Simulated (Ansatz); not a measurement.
**CH5O (doublet): the correlation ladder at distance O1–H3 along a hydrogen transfer = 1.136 Å, cc-pVDZ**

An exercise on one series of results from a longer session: the logs are not shown, and one member is left open.

The runs use Ansatz 0.2.0, Gaussian basis; cc-pVDZ, core rule «outside noble gas», up to 2 orbitals frozen.

Plan: UHF; CCSD(T) on ROHF; CCSD(T) on UHF; BCCD(T) on ROHF; CISD; CCSDT(Q) on ROHF; CCSDT(Q) on UHF; CASSCF and MRCISD+Q, 3 electrons in 3 orbitals; CASSCF and NEVPT2, 3 electrons in 3 orbitals.

## What is computed

The geometry derives from fragments relaxed apart (PBE0/def2-TZVP) and kept rigid, so it is no stationary point. A hydrogen atom is moved between rigid fragments.

7 atoms, charge 0, spin multiplicity 2.

Atoms are counted from 1 here; the program's logs count them from 0.

Bond lengths: O1–H2 0.960 Å, O1–H3 1.136 Å, H3–C4 1.160 Å, C4–H5 1.080 Å, C4–H6 1.080 Å, C4–H7 1.080 Å. Angles: H2–O1–H3 105.1°, O1–H3–C4 180.0°, H3–C4–H5 90.0°, H3–C4–H6 90.0°, H3–C4–H7 90.0°, H5–C4–H6 120.0°, H5–C4–H7 120.0°, H6–C4–H7 120.0°.

As a file:

```
O    -1.0715   -0.0283    0.0000
H    -1.3208    0.8983    0.0000
H     0.0645   -0.0283    0.0000
C     1.2245   -0.0283    0.0000
H     1.2245   -1.1083    0.0000
H     1.2245    0.5118    0.9353
H     1.2245    0.5118   -0.9353
```

Set-up of the first run:

in.yaml

```yaml
crystal:
  periodic: [false, false, false]
  atoms:
    - {symbol: O, position_ang: [-1.071504, -0.028258, 0.000000]}
    - {symbol: H, position_ang: [-1.320813, 0.898317, 0.000000]}
    - {symbol: H, position_ang: [0.064496, -0.028258, 0.000000]}
    - {symbol: C, position_ang: [1.224496, -0.028258, 0.000000]}
    - {symbol: H, position_ang: [1.224496, -1.108280, 0.000000]}
    - {symbol: H, position_ang: [1.224496, 0.511753, 0.935327]}
    - {symbol: H, position_ang: [1.224496, 0.511753, -0.935327]}
basis:
  gaussian: {orbitals: cc-pVDZ}
magnetization: {spin_polarized: true, initial_magnetization: 1}
hamiltonian: {xc: hf}
output: {orbitals: {seedname: orbitals}}
```

Started as:

```
$ ansatz run in.yaml --threads 1 --pin off --events-out ev --progress --plain --max-ram 4096MiB --backend cpu
```

Steps of the session up to this table: UHF; CCSD(T) on ROHF; CCSD(T) on UHF; BCCD(T) on ROHF; CISD; CCSDT(Q) on ROHF; CCSDT(Q) on UHF; CASSCF and MRCISD+Q, 3 electrons in 3 orbitals; CASSCF and NEVPT2, 3 electrons in 3 orbitals.

One table of the session follows, with a row left open; its other results are not shown here.

It belongs to the step «Misses and costs». 

| method | from UCCSDT(Q) (kJ/mol) |
| --- | --- |
| ROHF | +1053.8 |
| UHF | +1020.7 |
| RMP2 | +93.1 |
| UMP2 | +107.9 |
| CISD | +116.6 |
| RCCSD | +27.0 |
| UCCSD | ? |
| RCCSD(T) | +3.8 |
| UCCSD(T) | +3.9 |
| BCCD(T) | +3.9 |
| RCCSDT | +2.2 |
| UCCSDT | +2.1 |
| RCCSDT(Q) | 0.0 |
| UCCSDT(Q) | 0 |
| CASSCF pair | +980.4 |
| NEVPT2 pair | +101.4 |
| MRCISD pair | +102.8 |
| MRCISD+Q pair | +15.7 |

Q: Estimate the row for UCCSD from the others.

As computed: from UCCSDT(Q) (kJ/mol): +25.7. In the column «from UCCSDT(Q) (kJ/mol)» it lies between MRCISD+Q pair (+15.7) and RCCSD (+27.0).

Limits of these values: Restricted and unrestricted rows rest on different reference determinants; where their highest levels disagree by more than a few hundredths of an eV, they describe different states and don't form one ladder.
